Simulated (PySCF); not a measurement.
# Computed NMR parameters against published values

Molfile (atoms numbered from 1):
```
C5H10
     RDKit          3D

 15 15  0  0  0  0  0  0  0  0999 V2000
    0.3360    0.4947    1.1262 C   0  0  0  0  0  0  0  0  0  0  0  0
    1.1690   -0.4495    0.2653 C   0  0  0  0  0  0  0  0  0  0  0  0
    0.1662   -1.0521   -0.7326 C   0  0  0  0  0  0  0  0  0  0  0  0
   -1.0373   -0.0827   -0.7594 C   0  0  0  0  0  0  0  0  0  0  0  0
   -0.6300    1.1049    0.1178 C   0  0  0  0  0  0  0  0  0  0  0  0
   -0.2220   -0.0725    1.8797 H   0  0  0  0  0  0  0  0  0  0  0  0
    0.9387    1.2372    1.6539 H   0  0  0  0  0  0  0  0  0  0  0  0
    1.6989   -1.2090    0.8436 H   0  0  0  0  0  0  0  0  0  0  0  0
    1.9264    0.1316   -0.2706 H   0  0  0  0  0  0  0  0  0  0  0  0
   -0.1524   -2.0450   -0.4076 H   0  0  0  0  0  0  0  0  0  0  0  0
    0.6137   -1.1777   -1.7204 H   0  0  0  0  0  0  0  0  0  0  0  0
   -1.9197   -0.5689   -0.3350 H   0  0  0  0  0  0  0  0  0  0  0  0
   -1.3053    0.2242   -1.7720 H   0  0  0  0  0  0  0  0  0  0  0  0
   -0.1019    1.8546   -0.4810 H   0  0  0  0  0  0  0  0  0  0  0  0
   -1.4853    1.6026    0.5799 H   0  0  0  0  0  0  0  0  0  0  0  0
  1  2  1  0
  2  3  1  0
  3  4  1  0
  4  5  1  0
  5  1  1  0
  1  6  1  0
  1  7  1  0
  2  8  1  0
  2  9  1  0
  3 10  1  0
  3 11  1  0
  4 12  1  0
  4 13  1  0
  5 14  1  0
  5 15  1  0
M  END
```

The experiment to reproduce: δ ¹H H6/H7/H8/H9/H10/H11/H12/H13/H14/H15 1.51 ppm (measured; solution, not stated in the table (CDCl3 in this author's series); The use of chemical shift calculations in the conformational analysis of substituted benzenes, New J. Chem. 2019 (ESI)). Coupling constants: ¹J(C1,H6) 128.5 Hz, ¹J(C1,C2) 32.3 Hz.

No relativistic terms, averaged over atoms made equivalent by symmetry, fast rotation or ring inversion, one computed conformer, no solvent model. Coordinates at the PBE0-D3(BJ)/def2-TZVP level; shielding tensors at B97-2/pcSseg-2 (GIAO); J: B3LYP/pcJ-2 (without the spin–dipole term); PySCF 2.14.0 with density-fitted response routines.

What does the calculation give, and how does it compare?

Results:


Reference values: measured (solution, not stated in the table (CDCl3 in this author's series); The use of chemical shift calculations in the conformational analysis of substituted benzenes, New J. Chem. 2019 (ESI)).
```json
{"atoms": "H6/H7/H8/H9/H10/H11/H12/H13/H14/H15", "quantity": "δ ¹H", "reference": "1.51", "computed": "1.60", "computed, scaled": "1.64"}
```

Computed shifts are σ(ref) − σ with the named reference compound (TMS for H and C) calculated as an isolated molecule at the same level. The measured values may be among those fitted. Expected solution values come from regression of measured δ (H and C: mostly CDCl3, vs TMS) on computed σ: ¹H (scatter 0.14 ppm rms, 0.16 ppm with the 5 outliers that the fit left out). A few per cent of atoms miss by over 2 rms, more outside the fitted compound classes.

Coupling constants in Hz:
| coupling | reference | computed | source |
| --- | --- | --- | --- |
| ¹J(C1,H6) | 128.5 | 133.2 | measured; liquid or solution (compiled); Cremer, Kraka, Wu, Luettke, ChemPhysChem 2004, 5, 349 |
| ¹J(C1,C2) | 32.3 | 31.7 | measured; liquid or solution (compiled); Cremer, Kraka, Wu, Luettke, ChemPhysChem 2004, 5, 349 |
